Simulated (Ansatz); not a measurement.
We consider fcc Pd, described by PBE in Ansatz (PAW).

Input file:

Ansatz 0.2 input:
```yaml
crystal:
  lattice:
    - [0.0, 1.9714884895, 1.9714884895]
    - [1.9714884895, 0.0, 1.9714884895]
    - [1.9714884895, 1.9714884895, 0.0]
  atoms:
    - { symbol: Pd, position: [0.0, 0.0, 0.0] }
basis:
  ecutwfc: 520
  ecutrho_ratio: 4
  xc_grid: 2
kpoints:
  mp_grid: { grid: [24, 24, 24] }
hamiltonian:
  xc: pbe
  dispersion: none
  pseudopotentials: { kind: paw }
scf:
  occupations: { method: fermi_dirac, width: 0.05 }
  convergence: { dr2_threshold: 0.000000001 }
output:
  forces: false
  stress: true
  eigenvalues: true
```

From the output:

```
WARN output.stress: scf.convergence.dr2_threshold = 1e-9 eV is looser than the 1e-10 eV advised for a printed stress (1e-10 eV for each atom of the cell: 1)
Crystal: 1 atoms, lattice volume = 15.325 Å³
Basis set: ecut = 520 eV, 411 PW (Γ), exchange–correlation on 48×48×48 points (8 copies of the dense FFT grid, shifted against one another)
Bands: 13, of which v1, the nominal top of the filled ones, is band 9 counted from 1 (8 counted from 0)
Symmetry: 48 space group operations
Space group: Fm-3m (ITA 225), of the structure as read, at distance tolerance 2.5e-5 Å
k-points: 413 of 13824
Functional: x = pbe(κ = 0.804, μ = 0.2195149727645171), c = pbe(β = 0.06672455060314922)
SCF iter   1: F=—  HF=-6972.861943 eV  |F-HF|=—  |Δ(HF+E_count)|=         —  Δρ=4.34e-3  dr2=1.37e-3
SCF iter   2: F=—  HF=-6972.861815 eV  |F-HF|=—  |Δ(HF+E_count)|=   1.29e-4  Δρ=2.08e-3  dr2=2.09e-4
  ...
SCF iter   5: F=—  HF=-6972.861873 eV  |F-HF|=—  |Δ(HF+E_count)|=   2.55e-6  Δρ=1.77e-5  dr2=1.36e-8
SCF iter   6: F=-6972.861873 eV  HF=-6972.861873 eV  |F-HF|=3.11e-10  |Δ(HF+E_count)|=   4.46e-9  Δρ=4.38e-6  dr2=9.04e-10
SCF 1 converged in 6 iterations: F = -6972.861873 eV  dr2 = 9.04e-10
SCF converged after 6 iterations
Free energy (F): -6972.861873 eV
Internal energy: -6972.842711 eV  (E = F + TS)
E sigma→0 (E₀):  -6972.852292 eV
Fermi energy:    18.825288 eV
--- Stress (GPa, compression-positive) ---
        0.000114      -0.000000       0.000000
       -0.000000       0.000114       0.000000
        0.000000       0.000000       0.000114
  P = ⅓ Tr σ = 0.0001 GPa (0.001 kbar)
```

Ansatz is a program for electronic structure.
